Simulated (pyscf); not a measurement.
Thermochemistry of product channels of H₃Si–SiH₂–Cl (SMILES [SiH3][SiH2]Cl) on the singlet surface, in eV, from ωB97M-D3(BJ)/def2-TZVP energies (ideal gas, 1 atm, RRHO with modes under 100 cm⁻¹ raised to 100, one conformer, R ln 2 for rigid chiral ones). Structures and frequencies: ωB97X-D3(BJ)/def2-SVP in PySCF.

```tsv
products	ΔE	ΔH(298 K)	ΔG(298 K)	ΔG(1200 K)
H₂Si=SiH–Cl (SMILES [SiH2]=[SiH]Cl) + H₂ (SMILES [H][H])	+2.47	+2.34	+1.97	+0.79
:HSi–SiH₂–Cl (SMILES [SiH][SiH2]Cl) [singlet] + H₂ (SMILES [H][H])	+2.34	+2.20	+1.85	+0.72
```

These are energies of the channels, which say nothing of barriers. H₂Si=SiH–Cl lies 0.32 eV over its isomer H₃Si–Si:–Cl [singlet], and others may lie lower still (electronic energy, ωB97M-D3(BJ)).
